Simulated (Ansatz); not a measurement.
# CH4Al2 (SMILES [CH2]1[AlH][AlH]1): energies and forces away from the minimum, part 2 of 2

Ansatz 0.2.0, Gaussian basis.

## Step 3: Structure 2, width 0.09 Å

Contents of pbe-tzvpp/in.yaml:

```yaml
crystal:
  periodic: [false, false, false]
  atoms:
    - {symbol: C, position_ang: [-0.450615, 0.119118, -0.570448]}
    - {symbol: Al, position_ang: [-0.123439, 0.755703, 1.227577]}
    - {symbol: Al, position_ang: [0.916263, -0.999372, -0.110495]}
    - {symbol: H, position_ang: [-1.088903, -0.388824, -0.413236]}
    - {symbol: H, position_ang: [-0.724682, 0.846630, -1.631179]}
    - {symbol: H, position_ang: [-0.595492, 1.843348, 2.220978]}
    - {symbol: H, position_ang: [2.051747, -1.836130, -0.725747]}
basis:
  gaussian: {orbitals: def2-TZVPP}
hamiltonian: {xc: pbe, dispersion: d4}
output: {forces: true}
```

r2scan-tzvpp/in.yaml differs from pbe-tzvpp/in.yaml so:

```diff
-hamiltonian: {xc: pbe, dispersion: d4}
+hamiltonian: {xc: r2scan, dispersion: d4}
```

pbe0-tzvpp/in.yaml:

```diff
-hamiltonian: {xc: pbe, dispersion: d4}
-output: {forces: true}
+hamiltonian: {xc: pbe0, dispersion: d4}
+output: {forces: true, orbitals: {seedname: orbitals}}
```

wb97mv-tzvpp/in.yaml:

```diff
-hamiltonian: {xc: pbe, dispersion: d4}
+hamiltonian: {xc: {name: wB97M-V}}
```

ccsdt-tzvpp/in.yaml:

```diff
-hamiltonian: {xc: pbe, dispersion: d4}
+correlation: {method: ccsd_t}
```

Each run has its own folder and the same command.

Run with:

```bash
$ ansatz run in.yaml --threads 2 --pin off --events-out ev --progress --plain --max-ram 4352MiB
```

Log of pbe-tzvpp:

```text
Functional definition: PBE
  name "PBE"
  cite "Perdew, Burke & Ernzerhof, Phys. Rev. Lett. 77, 3865 (1996) doi:10.1103/PhysRevLett.77.3865"
  parent pbe
  parameter kappa = 0.804
  parameter beta = 0.06672455060314922
  exchange = pbe_x(kappa = kappa, mu = beta*pi^2/3)
  correlation = pbe_c(beta = beta)
954 factors; their error is unknown
mean field evaluation 1: about -14264.5088 eV, gradient 8.7e1 eV
mean field evaluation 2: about -14182.1951 eV, gradient 1.4e2 eV
mean field evaluation 4: about -14281.9659 eV, gradient 1.4e1 eV
mean field evaluation 8: about -14282.8113 eV, gradient 3.3e-1 eV
mean field evaluation 16: about -14282.8025 eV, gradient 4.4e-3 eV
mean field -14282.80252219 eV, -524.8833114594 hartree, gradient 4.2e-5 eV, S^2 0.000000; 0 other end points of the search recorded, 0 dependent functions left out
the calculation of the forces begins
reference -14282.80256759 eV, -524.8833131278 hartree; 18, 18 occupied and 153, 153 virtual orbitals, 954 factors
Total energy: -14282.92539125 eV, -524.8878268140 hartree
Atom 0 at    -0.450615     0.119118    -0.570448 Å, force    13.196422    15.627562    -7.817885 eV/Å
Atom 1 at    -0.123439     0.755703     1.227577 Å, force     0.341992    -0.706285     0.485619 eV/Å
Atom 2 at     0.916263    -0.999372    -0.110495 Å, force     1.474197    -0.851630     1.126531 eV/Å
Atom 3 at    -1.088903    -0.388824    -0.413236 Å, force   -15.988613   -12.099343     3.653453 eV/Å
Atom 4 at    -0.724682     0.846630    -1.631179 Å, force     0.628438    -2.145927     2.741654 eV/Å
Atom 5 at    -0.595492     1.843348     2.220978 Å, force    -0.246029     0.677245     0.305099 eV/Å
Atom 6 at     2.051747    -1.836130    -0.725747 Å, force     0.593594    -0.501623    -0.494472 eV/Å
Dipole moment:    -0.098094     0.064291    -0.094660 e Å
```

Output in r2scan-tzvpp:

```text
[... 10 set-up lines as earlier in the session ...]
954 factors; their error is unknown
mean field evaluation 1: about -14274.5893 eV, gradient 7.9e1 eV
mean field evaluation 2: about -14215.2392 eV, gradient 1.3e2 eV
mean field evaluation 4: about -14289.3789 eV, gradient 8.3e0 eV
mean field evaluation 8: about -14289.6566 eV, gradient 1.1e-1 eV
mean field evaluation 16: about -14289.6499 eV, gradient 3.6e-3 eV
mean field -14289.64990474 eV, -525.1349481267 hartree, gradient 1.7e-5 eV, S^2 0.000000; 0 other end points of the search recorded, 0 dependent functions left out
the calculation of the forces begins
reference -14289.64991833 eV, -525.1349486261 hartree; 18, 18 occupied and 153, 153 virtual orbitals, 954 factors
Total energy: -14289.67693225 eV, -525.1359413694 hartree
Atom 0 at    -0.450615     0.119118    -0.570448 Å, force    13.166029    15.617740    -7.796837 eV/Å
Atom 1 at    -0.123439     0.755703     1.227577 Å, force     0.318675    -0.736772     0.392361 eV/Å
Atom 2 at     0.916263    -0.999372    -0.110495 Å, force     1.446496    -0.740214     1.099724 eV/Å
Atom 3 at    -1.088903    -0.388824    -0.413236 Å, force   -15.867450   -11.981892     3.601172 eV/Å
Atom 4 at    -0.724682     0.846630    -1.631179 Å, force     0.669707    -2.295659     2.946077 eV/Å
Atom 5 at    -0.595492     1.843348     2.220978 Å, force    -0.208956     0.575926     0.204929 eV/Å
Atom 6 at     2.051747    -1.836130    -0.725747 Å, force     0.475500    -0.439130    -0.447425 eV/Å
Dipole moment:    -0.104227     0.060361    -0.095836 e Å
```

pbe0-tzvpp printed:

```text
[... 10 set-up lines as earlier in the session ...]
1016 factors; their error is unknown
mean field evaluation 1: about -14271.8953 eV, gradient 7.2e1 eV
mean field evaluation 2: about -14243.5046 eV, gradient 1.1e2 eV
mean field evaluation 4: about -14284.1674 eV, gradient 3.0e0 eV
mean field evaluation 8: about -14284.2166 eV, gradient 1.8e-1 eV
mean field evaluation 16: about -14284.2167 eV, gradient 3.6e-5 eV
mean field -14284.21667896 eV, -524.9352807620 hartree, gradient 3.6e-5 eV, S^2 0.000000; 0 other end points of the search recorded, 0 dependent functions left out
the calculation of the forces begins
reference -14284.21671308 eV, -524.9352820159 hartree; 18, 18 occupied and 153, 153 virtual orbitals, 1016 factors
Total energy: -14284.32021940 eV, -524.9390858030 hartree
Atom 0 at    -0.450615     0.119118    -0.570448 Å, force    13.151026    15.724971    -7.925643 eV/Å
Atom 1 at    -0.123439     0.755703     1.227577 Å, force     0.344208    -0.744836     0.374321 eV/Å
Atom 2 at     0.916263    -0.999372    -0.110495 Å, force     1.465065    -0.702767     1.109943 eV/Å
Atom 3 at    -1.088903    -0.388824    -0.413236 Å, force   -15.951543   -12.061961     3.634631 eV/Å
Atom 4 at    -0.724682     0.846630    -1.631179 Å, force     0.721528    -2.333467     3.024845 eV/Å
Atom 5 at    -0.595492     1.843348     2.220978 Å, force    -0.206225     0.569650     0.217150 eV/Å
Atom 6 at     2.051747    -1.836130    -0.725747 Å, force     0.475941    -0.451590    -0.435249 eV/Å
Dipole moment:    -0.102368     0.057793    -0.093753 e Å
```

wb97mv-tzvpp printed:

```text
[... 5 set-up lines as earlier in the session ...]
  # Of w^i u^j: cxij and so on, Table III.
[... 17 set-up lines as earlier in the session ...]
  gx(w, u) = 1 - cx + cx01*u + cx10*w
  gss(w, u) = css00 + css04*u^4 + css10*w + css20*w^2 + css43*w^4*u^3
  gos(w, u) = cos00 + cos10*w + (cos20 + cos21*u)*w^2 + (cos60 + cos61*u)*w^6
[... 2 set-up lines as earlier in the session ...]
      + integral(e_c_pw_mod_opposite_spin*gos(b97_w_opposite, b97_u_opposite)) + vv10(b, c)
960 factors; their error is unknown
249 factors; integrals over basis functions are off by at most 1.8e-5 eV
mean field evaluation 1: about -14281.3772 eV, gradient 6.1e1 eV
mean field evaluation 2: about -14280.5349 eV, gradient 5.9e1 eV
mean field evaluation 4: about -14290.1392 eV, gradient 8.0e-1 eV
mean field evaluation 8: about -14290.1502 eV, gradient 4.1e-2 eV
mean field evaluation 16: about -14290.1575 eV, gradient 3.9e-4 eV
mean field -14290.15745567 eV, -525.1536002791 hartree, gradient 8.8e-5 eV, S^2 0.000000; 0 other end points of the search recorded, 0 dependent functions left out
the calculation of the forces begins
reference -14290.15750846 eV, -525.1536022193 hartree; 18, 18 occupied and 153, 153 virtual orbitals, 960 factors
Total energy: -14290.15750846 eV, -525.1536022193 hartree
Atom 0 at    -0.450615     0.119118    -0.570448 Å, force    12.935077    15.602100    -7.949088 eV/Å
Atom 1 at    -0.123439     0.755703     1.227577 Å, force     0.338608    -0.696801     0.427074 eV/Å
Atom 2 at     0.916263    -0.999372    -0.110495 Å, force     1.544459    -0.706455     1.081901 eV/Å
Atom 3 at    -1.088903    -0.388824    -0.413236 Å, force   -15.758980   -11.918172     3.608102 eV/Å
Atom 4 at    -0.724682     0.846630    -1.631179 Å, force     0.751960    -2.365907     3.087433 eV/Å
Atom 5 at    -0.595492     1.843348     2.220978 Å, force    -0.162440     0.454261     0.111111 eV/Å
Atom 6 at     2.051747    -1.836130    -0.725747 Å, force     0.351315    -0.369025    -0.366533 eV/Å
Dipole moment:    -0.090114     0.043391    -0.070044 e Å
```

Log of ccsdt-tzvpp:

```text
[... 6 set-up lines as earlier in the session ...]
995 factors; integrals over basis functions are off by at most 1.0e-3 eV
mean field evaluation 1: about -14250.1731 eV, gradient 4.2e1 eV
mean field evaluation 2: about -14250.2988 eV, gradient 4.2e1 eV
mean field evaluation 4: about -14255.1421 eV, gradient 3.4e0 eV
mean field evaluation 8: about -14255.2409 eV, gradient 1.9e-1 eV
mean field evaluation 16: about -14250.1726 eV, gradient 4.2e1 eV
mean field -14255.24159614 eV, -523.8704661084 hartree, gradient 1.8e-6 eV, S^2 0.000000; 0 other end points of the search recorded, 0 dependent functions left out; unrestricted orbitals would lower it
11 core orbitals not correlated: weight in the atoms' cores, before any rotation towards them, 1.000 or more for the frozen orbitals, at most 0.000 for the correlated occupied ones
reference -14255.24159614 eV, -523.8704661084 hartree; 7, 7 occupied and 153, 153 virtual orbitals, 995 factors
second order -8.85990711 eV of doubles, -0.00000000 eV of singles
cycle   1  -9.46426309 eV  change   -6.0e-1 eV  update   8.4e-2
cycle   2  -9.80715815 eV  change   -3.4e-1 eV  update   3.0e-2
cycle   3  -9.85508022 eV  change   -4.8e-2 eV  update   1.3e-2
cycle   4  -9.85031747 eV  change    4.8e-3 eV  update   4.5e-3
cycle   5  -9.85015539 eV  change    1.6e-4 eV  update   2.0e-3
cycle   6  -9.84993790 eV  change    2.2e-4 eV  update   1.0e-3
cycle   7  -9.84991119 eV  change    2.7e-5 eV  update   5.3e-4
cycle   8  -9.85009993 eV  change   -1.9e-4 eV  update   2.8e-4
cycle   9  -9.85005853 eV  change    4.1e-5 eV  update   1.3e-4
cycle  10  -9.85000298 eV  change    5.6e-5 eV  update   6.1e-5
cycle  11  -9.85003071 eV  change   -2.8e-5 eV  update   2.8e-5
cycle  12  -9.85003014 eV  change    5.7e-7 eV  update   1.4e-5
cycle  13  -9.85003792 eV  change   -7.8e-6 eV  update   5.8e-6
cycle  14  -9.85003580 eV  change    2.1e-6 eV  update   2.5e-6
perturbative correction -0.42222519 eV, -0.0155164894 hartree
the calculation of the forces begins
working
Total energy: -14265.51385713 eV, -524.2479647370 hartree
Atom 0 at    -0.450615     0.119118    -0.570448 Å, force    12.963476    15.778620    -8.121112 eV/Å
Atom 1 at    -0.123439     0.755703     1.227577 Å, force     0.293742    -0.547322     0.597118 eV/Å
Atom 2 at     0.916263    -0.999372    -0.110495 Å, force     1.692631    -0.949339     1.047393 eV/Å
Atom 3 at    -1.088903    -0.388824    -0.413236 Å, force   -15.943248   -12.087861     3.671498 eV/Å
Atom 4 at    -0.724682     0.846630    -1.631179 Å, force     0.738235    -2.300358     3.012537 eV/Å
Atom 5 at    -0.595492     1.843348     2.220978 Å, force    -0.190136     0.530582     0.197033 eV/Å
Atom 6 at     2.051747    -1.836130    -0.725747 Å, force     0.445299    -0.424321    -0.404468 eV/Å
Dipole moment:    -0.087405     0.053331    -0.072898 e Å
```

Wall times: 2.5 s (pbe-tzvpp), 3.9 s (r2scan-tzvpp), 3.6 s (pbe0-tzvpp), 9 s (wb97mv-tzvpp), 95 s (ccsdt-tzvpp) on 2 threads of Intel Xeon Platinum 8488C, shared host; peak memory 2.4 GiB.

| method | RMS force component (eV/Å) | RMS error against CCSD(T) (eV/Å) | angle to CCSD(T) forces (°) | dipole (D) |
| --- | --- | --- | --- | --- |
| PBE-D4 | 6.597 | 0.147 | 1.3 | 0.72 |
| r2SCAN-D4 | 6.570 | 0.137 | 1.1 | 0.74 |
| PBE0-D4 | 6.608 | 0.118 | 1.0 | 0.72 |
| wB97M-V | 6.541 | 0.120 | 0.8 | 0.59 |
| CCSD(T) | 6.612 | reference | reference | 0.60 |

## Step 4: All structures together

Energy above the minimum (kJ/mol):

| structure | width (Å) | PBE-D4 | r2SCAN-D4 | PBE0-D4 | wB97M-V | Hartree-Fock | MP2 | CCSD | CCSD(T) |
| --- | --- | --- | --- | --- | --- | --- | --- | --- | --- |
| 1 | 0.12 | 548.4 | 545.0 | 547.6 | 542.1 | 544.6 | 548.8 | 544.6 | 546.3 |
| 2 | 0.09 | 287.6 | 284.2 | 286.5 | 282.1 | 289.2 | 290.0 | 286.6 | 287.9 |

What each level costs and misses (shared host):

| method | mean energy error from CCSD(T) (kJ/mol) | mean time a point |
| --- | --- | --- |
| PBE-D4 | 1.2 | 2.6 s |
| r2SCAN-D4 | 2.4 | 4.2 s |
| PBE0-D4 | 1.4 | 3.9 s |
| wB97M-V | 5.0 | 9.3 s |
| Hartree-Fock | 1.5 | part of the CCSD(T) run |
| MP2 | 2.3 | part of the CCSD(T) run |
| CCSD | 1.5 | part of the CCSD(T) run |
| CCSD(T) | 0 | 98 s |

The best functional, PBE-D4, misses by 1.2 kJ/mol and takes 2.6 s a point, against 98 s for CCSD(T).

## Step 5: Summary of results

This closing draws on all 2 parts.

| quantity | value |
| --- | --- |
| energy above the minimum, CCSD(T) | 546.3, 287.9 kJ/mol |
| mean energy error | PBE-D4 1.2, r2SCAN-D4 2.4, PBE0-D4 1.4, wB97M-V 5.0, Hartree-Fock 1.5, MP2 2.3, CCSD 1.5 kJ/mol |
| mean RMS force error | PBE-D4 0.134, r2SCAN-D4 0.129, PBE0-D4 0.108, wB97M-V 0.129 eV/Å |
| largest T1 diagnostic | 0.015 |

What this shows: In energy PBE-D4 is nearest to CCSD(T) and wB97M-V farthest. For forces PBE0-D4 is best, off by 1 % of the typical force, and PBE-D4 worst (1 %); with few structures and a triple-zeta reference, gaps of a few points rank nothing. The restricted Hartree–Fock reference is unstable towards an unrestricted one at one or more of these structures.
